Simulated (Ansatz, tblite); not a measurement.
**The cluster Cu₃H: one state, many levels**

Aim: run the singlet of the cluster Cu₃H at one geometry on many levels, and compare frontier levels, spin and run time.

Computed with Ansatz 0.2.0, Gaussian basis. Level: as each input shows.

Plan: GFN1-xTB, GFN2-xTB, PBE-D4/def2-TZVP, r2SCAN-D4/def2-TZVP, B3LYP-D4/def2-TZVP, HF/def2-TZVP, LC-ωPBE/def2-TZVP, CAM-B3LYP-D4/def2-TZVP, BHLYP-D4/def2-TZVP, PBE-D4/def2-SVP, PBE0-D4/def2-SVP, HF/STO-3G, PBE0-D4/def2-TZVPD, PBE-D4/def2-TZVPD, r2SCAN-D4/def2-TZVPD, CCSD(T)/def2-TZVPP, MP2/def2-TZVP, RPA/def2-TZVP.

1 further run of the same task is left out (set aside as unsound or not needed). Runs told in other sessions of the task aren't counted.

## Step 1: The geometry

The singlet was relaxed beforehand with PBE-D4/def2-TZVP. At that level it is the lowest of the isomers that a small search found.

4 atoms, charge 0, spin multiplicity 1.

Bond lengths: Cu1–Cu2 2.398 Å, Cu1–Cu3 2.475 Å, Cu1–H4 1.523 Å, Cu2–Cu3 2.294 Å. Angles: Cu2–Cu1–Cu3 56.1°, Cu2–Cu1–H4 137.3°, Cu3–Cu1–H4 166.6°, Cu1–Cu2–Cu3 63.6°, Cu1–Cu3–Cu2 60.2°.

No spin-orbit coupling is included.

PBE0-D4/def2-TZVP was run before; its log isn't repeated, and its numbers join the tables.

## Step 2: GFN1-xTB

Tight binding, by tblite at 300 K electronic temperature and without a spin-polarisation term:

```python
tblite.interface.Calculator('GFN1-xTB', numbers, positions, charge=0, uhf=0).singlepoint()
```

Energy -382.5036 eV, HOMO -11.13 eV, LUMO -9.77 eV; 0.004 s.

## Step 3: GFN2-xTB

Tight binding, by tblite at 300 K electronic temperature and without a spin-polarisation term:

```python
tblite.interface.Calculator('GFN2-xTB', numbers, positions, charge=0, uhf=0).singlepoint()
```

Energy -332.5571 eV, HOMO -7.72 eV, LUMO -4.36 eV; 0.003 s.

## Step 4: PBE-D4/def2-TZVP

start.molden holds the orbitals of an earlier run on this state, given as this run's starting guess.

Contents of in.yaml:

```yaml
crystal:
  periodic: [false, false, false]
  atoms:
    - {symbol: Cu, position_ang: [0.055850, 0.402942, -0.584153]}
    - {symbol: Cu, position_ang: [-0.344325, -0.170569, 1.709686]}
    - {symbol: Cu, position_ang: [0.268709, -1.890444, 0.320929]}
    - {symbol: H, position_ang: [0.019755, 1.658071, -1.446461]}
basis:
  gaussian: {orbitals: def2-TZVP, initial_orbitals: start.molden}
hamiltonian: {xc: pbe, dispersion: d4}
scf: {omitted_lower_state_checks: [starts]}
output: {orbitals: {seedname: orbitals}}
```

Command:

```bash
> ansatz run in.yaml --threads 4 --pin off --events-out ev --progress --plain --max-ram 3916MiB
```

The runs that follow: r2SCAN-D4/def2-TZVP; B3LYP-D4/def2-TZVP; HF/def2-TZVP; LC-ωPBE/def2-TZVP; CAM-B3LYP-D4/def2-TZVP; BHLYP-D4/def2-TZVP; PBE-D4/def2-SVP; PBE0-D4/def2-SVP; HF/STO-3G; PBE0-D4/def2-TZVPD; PBE-D4/def2-TZVPD; r2SCAN-D4/def2-TZVPD; CCSD(T)/def2-TZVPP; MP2/def2-TZVP; RPA/def2-TZVP.

Q: Predict the results of all the runs planned. Wanted: gap in def2-TZVP, named functionals and Hartree-Fock, smallest and largest; correlation energy, CCSD(T)/def2-TZVPP; correlation energy, MP2/def2-TZVP; binding an atom, CCSD(T)/def2-TZVPP; PBE0 total energy, smallest basis above largest.

As calculated:

| quantity | value |
| --- | --- |
| gap in def2-TZVP, named functionals and Hartree-Fock, smallest and largest | 1.20 eV (PBE-D4), 7.29 eV (HF) |
| correlation energy, CCSD(T)/def2-TZVPP | -39.09 eV |
| correlation energy, MP2/def2-TZVP | -36.06 eV |
| binding an atom, CCSD(T)/def2-TZVPP | 1.405 eV |
| PBE0 total energy, smallest basis above largest | 20.03 eV (def2-SVP, def2-TZVPD) |

**Reading.** Over the named functionals and Hartree-Fock in def2-TZVP the gap runs from 1.20 eV (PBE-D4) to 7.29 eV (HF); exact exchange widens it. The functionals in def2-TZVP miss CCSD(T)/def2-TZVPP by -0.162 (BHLYP-D4) to +0.194 eV (r2SCAN-D4) an atom. CCSD(T)/def2-TZVPP isn't at the basis-set limit; small misses against it rank nothing.
